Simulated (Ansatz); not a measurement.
For rock-salt CdO, revPBE in Ansatz (PAW) gives:

- lattice constant a = 4.808 Å
- bulk modulus B0 = 115 GPa
- cohesive energy = 2.57 eV/atom

Question: What does B3LYP (VWN-RPA form) (plane waves, PAW; Ansatz, a quantum-chemistry and plane-wave program) give for the same quantities?

Answer: 
- lattice constant a: 4.763 Å (shrinks by 0.9 %)
- bulk modulus: 134 GPa (increases by 17 %)
- cohesive energy: 2.58 eV/atom (stays essentially unchanged)

For comparison: lattice constant a 4.696 Å (measured, temperature not stated, not corrected to a static lattice; as tabulated in Gopal et al. (2015), doi:10.1103/physrevb.91.245202); bulk modulus 147 GPa (measured, temperature not stated, no zero-point or thermal correction; as tabulated in Gopal et al. (2015), doi:10.1103/physrevb.91.245202); cohesive energy 3.23 ± 0.03 eV/atom (worked out here from tabulated enthalpies at 298 K, copied from a table, unchecked, brought to a static lattice with a Debye model, atoms in their spin–orbit ground levels; inputs from the CRC Handbook).

Changes are worked out from the printed values.

Unless a cell is named, each level is at its own relaxed cell (revPBE 13.89, B3LYP (VWN-RPA form) 13.50 Å³/atom).

Ansatz's density-functional and Hartree–Fock values are scalar-relativistic unless marked +SOC, with PAW data made under PBE.
